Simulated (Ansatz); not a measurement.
Reaction (SMILES): OO (H2O2) → H2O2+ (doublet, bonded as OO) + e-
B3LYP-D3(BJ)/def2-TZVP geometries, fixed; electronic energies without zero-point terms.

The adiabatic ionisation energy at MP2 with Ansatz (a quantum-chemistry and plane-wave program), in eV, split into its Hartree-Fock and correlation parts. Cores are frozen. Open shells are unrestricted. No added dispersion term, no relativity. Functions are those of the species that has most.

```
basis    X  functions  Hartree-Fock     MP2
-------  -  ---------  ------------  ------
cc-pVDZ  2         38         9.608   9.914
cc-pVTZ  3         88         9.615  10.372
cc-pVQZ  4        170         9.625  10.528
```

Worked estimate of the basis-set limit from each neighbouring pair, with Hartree-Fock from the larger set and the correlation part extrapolated as X^-3.
Correlation parts: X = 2: 0.306, X = 3: 0.757, X = 4: 0.903.
- (2,3): (27·(0.757) - 8·(0.306))/19 = 0.947; with Hartree-Fock 9.615 the estimate is 10.562 eV.
- (3,4): (64·(0.903) - 27·(0.757))/37 = 1.010; with Hartree-Fock 9.625 the estimate is 10.635 eV.
The last two estimates differ by 0.073 eV; the largest set lies 0.107 from the last. Over the last step Hartree-Fock moves by 0.010 and the correlation part by 0.146.
